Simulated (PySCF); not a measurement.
# Changing the system itself: BCl2

How does BCl2 answer to another spin, charge, distance or environment?

Method: each script names its method and basis; program: PySCF 2.14.0.

### Step 1. The starting structure

BCl2: 3 atoms, charge 0, spin multiplicity 2.

Bond lengths: B1–Cl2 1.720 Å, B1–Cl3 1.720 Å. Angles: Cl2–B1–Cl3 125.4°.

Coordinates:

| atom | x (Å) | y (Å) | z (Å) |
| --- | --- | --- | --- |
| B1 | 0.0000 | 0.0000 | -0.6810 |
| Cl2 | 1.5287 | 0.0000 | 0.1072 |
| Cl3 | -1.5287 | 0.0000 | 0.1072 |

### Step 2. Base script

input.py reads:

```python
from pyscf import gto, scf, ci

mol = gto.M(
    atom='B 0 0 -0.681; Cl 1.5287 0 0.1072; Cl -1.5287 0 0.1072',
    basis='cc-pvdz',
    charge=0,
    spin=1,
    symmetry=True,
    verbose=3,
)
mf = scf.UHF(mol)
mf.kernel()
ci.CISD(mf).kernel()
mf.dip_moment()
print('orbital energies (hartree):', [e[max(0, n-3):n+3].round(4) for e, n in zip(mf.mo_energy, mol.nelec)])
```

The run is started by

```
OMP_NUM_THREADS=1 python input.py
```

The log of this run is left out.

Base result: E(SCF) = -943.713909 Eh, E(CISD) − E(SCF) = -0.33139 Eh, ⟨S²⟩ = 0.755, μ = 0.07 D (of the SCF density).

### Step 3. Coordinates × 1.12

Run 1 changes geometry: coordinates × 1 → coordinates × 1.12.

input.py reads:

```python
from pyscf import gto, scf, ci

mol = gto.M(
    atom='B 0 0 -0.7627; Cl 1.7121 0 0.1201; Cl -1.7121 0 0.1201',
    basis='cc-pvdz',
    charge=0,
    spin=1,
    symmetry=True,
    verbose=3,
)
mf = scf.UHF(mol)
mf.kernel()
ci.CISD(mf).kernel()
mf.dip_moment()
print('orbital energies (hartree):', [e[max(0, n-3):n+3].round(4) for e, n in zip(mf.mo_energy, mol.nelec)])
```

The run is started by

```
OMP_NUM_THREADS=1 python input.py
```

### Step 4. Lengths in bohr

Run 2 changes length unit: angstrom → bohr.

Edit input.py of step 2 so:

```diff
@@ -7,2 +7,3 @@
     spin=1,
+    unit='bohr',
     symmetry=True,
```

### Step 5. Electric field 0.005 a.u.

Run 3 changes electric field: none → 0.005 a.u.; point-group symmetry: on → off.

Edit input.py of step 2 so:

```diff
@@ -7,3 +7,2 @@
     spin=1,
-    symmetry=True,
     verbose=3,
@@ -11,2 +10,7 @@
 mf = scf.UHF(mol)
+field = 0.005  # electric field along z, atomic units
+h = mf.get_hcore() + field*mol.intor('int1e_r')[2]
+mf.get_hcore = lambda *args: h
+e_nuc = mol.energy_nuc() - field*mol.atom_charges() @ mol.atom_coords()[:, 2]
+mf.energy_nuc = lambda *args: e_nuc
 mf.kernel()
```

**Question.** What will these runs give? Wanted: for each run, E(SCF); from base; gap, α spin; SCF dipole; after the SCF.

**Answer**, as computed:

| run | E(SCF) (hartree) | from base (eV) | gap, α spin (eV) | SCF dipole (D) | after the SCF |
| --- | --- | --- | --- | --- | --- |
| base | -943.713909 | 0 | 11.66 | 0.07 | CISD correlation -9.017 eV |
| coordinates × 1.12 | -943.688604 | +0.6886 | 11.75 | 0.79 | CISD correlation -9.004 eV |
| lengths in bohr (poor choice) | -939.966866 | not comparable | 11.52 | 0.07 | CISD correlation -9.161 eV |
| electric field 0.005 a.u. | -943.714067 | -0.0043 | 11.65 | 0.23 | CISD correlation -9.033 eV |

What this shows: The largest comparable shift of the SCF energy, +0.689 eV, comes with the run “coordinates × 1.12”. Rows marked «poor choice» come from settings spoiled on purpose.
